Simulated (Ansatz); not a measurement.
Input file:

```yaml
crystal:
  periodic: [false, false, false]
  atoms:
    - {symbol: Br, position_ang: [0.000000, -0.053268, 0.029953]}
    - {symbol: H, position_ang: [0.000000, 3.275660, -3.450291]}
    - {symbol: H, position_ang: [0.000000, 0.947107, 1.075800]}
basis:
  gaussian: {orbitals: cc-pVDZ, point_charges: [{charge: -0.50, position_ang: [2.556, -0.031, -0.407]}]}
total_charge: 1
correlation: {method: sc_nevpt2, electrons: all, active_space: {window: {electrons: 4, orbitals: 5}}}
accuracy: high
```

```sh
$ ansatz run in.yaml --threads 1 --pin off --events-out ev --progress --plain --max-ram 2393MiB
```

Question: Roughly how long does this take on 1 thread of Arm Neoverse V2, shared host, and how much host memory?

Answer: 3.5 s wall and 0.15 GiB.

```
628 factors; integrals over basis functions are off by at most 4.6e-9 eV
mean field evaluation 1: about -70014.0275 eV, gradient 2.2e1 eV
mean field evaluation 2: about -70014.0398 eV, gradient 2.2e1 eV
mean field evaluation 4: about -70015.1302 eV, gradient 9.6e0 eV
mean field evaluation 8: about -70015.9114 eV, gradient 4.7e0 eV
mean field evaluation 16: about -70016.0101 eV, gradient 3.2e-4 eV
mean field evaluation 32: about -70015.9674 eV, gradient 1.2e-1 eV
mean field -70016.01007863 eV, -2573.0409118335 hartree, gradient 9.2e-8 eV, S^2 0.000000; 2 other end points of the search recorded, 0 dependent functions left out; unrestricted orbitals would lower it
reference -70016.01007863 eV, -2573.0409118335 hartree; 18, 18 occupied and 19, 19 virtual orbitals, 628 factors
state -70020.31944380 eV, -2573.1992780826 hartree
state -70020.31944380 eV, -2573.1992780826 hartree; corrected -70023.18275784 eV, -2573.3045029325 hartree
state -70020.10236456 eV, -2573.1913005675 hartree
state -70020.10236456 eV, -2573.1913005675 hartree; corrected -70023.08612261 eV, -2573.3009516535 hartree
state -70020.31944380 eV, -2573.1992780826 hartree; corrected -70023.18275784 eV, -2573.3045029325 hartree
Total energy: -70023.18275784 eV, -2573.3045029325 hartree
```

Natural occupations: 1.9671 1.0019 0.9966 0.0304 0.0040.
